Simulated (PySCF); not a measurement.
Delta-SCF ions had no search for a lower state. Excitations are Tamm–Dancoff values on a coarser integration grid. The basis has no diffuse functions, so Rydberg states are missing or too high.

Species: C3H9N, SMILES `CN(C)C` (charge 0, multiplicity 1).

### Question
Estimate the S1 oscillator strength, vertical ionisation energy (Delta-SCF), S1 excitation (TDA), dipole moment, T1 excitation (TDA), S1–T1 gap (TDA), HOMO–LUMO gap and LUMO that TPSSh-D3(BJ)/def2-TZVP // PBE0-D3(BJ)/def2-SVP (PySCF) returns for this input.

### Answer

* **S1 oscillator strength**: 0.049
* **vertical ionisation energy (Delta-SCF)**: 8.11 eV
* **S1 excitation (TDA)**: 5.83 eV
* **dipole moment**: 0.081 e·Å
* **T1 excitation (TDA)**: 5.67 eV
* **S1–T1 gap (TDA)**: 0.16 eV
* **HOMO–LUMO gap**: 6.29 eV
* **LUMO**: 0.94 eV
